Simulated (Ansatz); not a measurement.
Molecule: C2F3N, charge 0, multiplicity 1. SMILES: N#CC(F)(F)F
Structure (B3LYP-D3(BJ)/def2-TZVP (Ansatz, an electronic-structure program) minimum search):
```xyz
6

C      0.0001    -0.0015    -0.3215
C     -0.0004     0.0053     1.1599
F     -0.0086     1.2491    -0.7901
F      1.0896    -0.6222    -0.7811
F     -1.0802    -0.6377    -0.7817
N     -0.0008     0.0106     2.3065
```

Wanted: atomisation energy, in kcal/mol. Conventions: atomisation electronic, to ground-state atoms; dispersion terms only where a functional's name holds one; non-relativistic; valence correlation only; spin-orbit terms left out; open shells spin-unrestricted. CBS(X,Y): correlation extrapolated as X^-3; Hartree-Fock from the larger set. [CCSD(T)-MP2]/basis is that difference in the basis named. Ab initio and DFT rows: single points at B3LYP-D3(BJ) geometries (Ansatz).

```tsv
species	coefficient	E at B3LYP/STO-3G (Ansatz), Eh	E at B3LYP/def2-TZVPD (Ansatz), Eh
N#CC(F)(F)F	-1	-424.38288	-430.64558
C atom	+2	-37.35240	-37.85953
F atom	+3	-98.26898	-99.77110
N atom	+1	-53.88620	-54.60405
```

Coupled cluster (Ansatz) is a level with limits of its own, used here on species with T1 under 0.025 (0.045 for open shells) and stable references: RI-MP2/CBS(cc-pVTZ,cc-pVQZ)+[CCSD(T)-MP2]/cc-pVTZ. Value to compare with, RI-MP2/CBS(cc-pVTZ,cc-pVQZ)+[CCSD(T)-MP2]/cc-pVTZ (Ansatz): 639.4 kcal/mol. 1 Eh = 627.5095 kcal/mol.

Question: Compute it at each level from the table, and compare with RI-MP2/CBS(cc-pVTZ,cc-pVQZ)+[CCSD(T)-MP2]/cc-pVTZ (Ansatz).

Answer: 
- B3LYP/STO-3G: the sum of coefficient times E is 0.98494 Eh, or 618.06 kcal/mol. Result: 618.1 kcal/mol. Its difference against RI-MP2/CBS(cc-pVTZ,cc-pVQZ)+[CCSD(T)-MP2]/cc-pVTZ (Ansatz) is -21.3 kcal/mol.
- B3LYP/def2-TZVPD: the sum of coefficient times E is 1.00917 Eh, or 633.26 kcal/mol. Result: 633.3 kcal/mol. Its difference against RI-MP2/CBS(cc-pVTZ,cc-pVQZ)+[CCSD(T)-MP2]/cc-pVTZ (Ansatz) is -6.1 kcal/mol.
